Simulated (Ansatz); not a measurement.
# AlH₃+ (quartet): the correlation ladder, cc-pVDZ

How much of the correlation energy of AlH₃+ (quartet) does each wave-function method recover here?

Method: cc-pVDZ, core rule «outside noble gas», up to 5 orbitals frozen; program: Ansatz 0.2.0, Gaussian basis.

The runs, in order: UHF; CCSD(T) on ROHF; CCSD(T) on UHF; BCCD(T) on ROHF; CISD; CCSDT(Q) on ROHF; CCSDT(Q) on UHF; CISDTQ; Full CI.

32 further runs of the same task are left out: 2 for a mislabelled method, 8 for a known fault of the program, 10 that didn't finish, 12 set aside as unsound or not needed.

### 1 The system

The geometry is a PBE0/def2-TZVP stationary point (not a proven minimum) of the parent state, kept for this charge and spin.

4 atoms, charge 1, spin multiplicity 4.

Atoms are counted from 1 here; the program's logs count them from 0.

Bond lengths: Al1–H2 1.590 Å, Al1–H3 1.843 Å, Al1–H4 1.843 Å, H3–H4 0.841 Å. Angles: H2–Al1–H3 101.8°, H2–Al1–H4 101.8°, H3–Al1–H4 26.4°, Al1–H3–H4 76.8°, Al1–H4–H3 76.8°.

### 2 UHF

in.yaml reads:

```yaml
crystal:
  periodic: [false, false, false]
  atoms:
    - {symbol: Al, position_ang: [0.000000, 0.074413, -0.095633]}
    - {symbol: H, position_ang: [0.000000, -1.372409, -0.753982]}
    - {symbol: H, position_ang: [0.420650, -0.309773, 1.656991]}
    - {symbol: H, position_ang: [-0.420650, -0.309773, 1.656991]}
basis:
  gaussian: {orbitals: cc-pVDZ}
total_charge: 1
magnetization: {spin_polarized: true, initial_magnetization: 3}
hamiltonian: {xc: hf}
output: {orbitals: {seedname: orbitals}}
```

Run with:

```sh
$ ansatz run in.yaml --threads 1 --pin off --events-out ev --progress --plain --max-ram 2393MiB
```

Further steps of the session: CCSD(T) on ROHF; CCSD(T) on UHF; BCCD(T) on ROHF; CISD; CCSDT(Q) on ROHF; CCSDT(Q) on UHF; CISDTQ; Full CI.

**Question.** What will the summary of the whole plan be? Wanted: FCI below the RHF energy; RMP2 from FCI; UMP2 from FCI; RCCSD from FCI; RCCSD(T) from FCI; UCCSD(T) from FCI; RCCSDT(Q) from FCI; UCCSDT(Q) from FCI; T1 diagnostic.

The runs gave:

| quantity | value |
| --- | --- |
| FCI below the RHF energy | -1.5002 eV |
| RMP2 from FCI | +40.3 kJ/mol |
| UMP2 from FCI | +40.1 kJ/mol |
| RCCSD from FCI | +3.1 kJ/mol |
| RCCSD(T) from FCI | +1.0 kJ/mol |
| UCCSD(T) from FCI | +1.0 kJ/mol |
| RCCSDT(Q) from FCI | 0.0 kJ/mol |
| UCCSDT(Q) from FCI | 0.0 kJ/mol |
| levels within 1 kcal/mol (43 meV) | CISD, RCCSD, UCCSD, RCCSD(T), UCCSD(T), BCCD(T), RCCSDT, UCCSDT, CISDTQ, RCCSDT(Q), UCCSDT(Q) |
| T1 diagnostic | 0.020 |
| effectively unpaired electrons | 3.01 |

**Reading.** RCCSD(T) lands +1.0 kJ/mol from the yardstick (0.7 % of the correlation energy). One determinant dominates. These misses are within one basis, not against nature; the frozen cores of restricted and unrestricted runs differ, which can shift their rows.
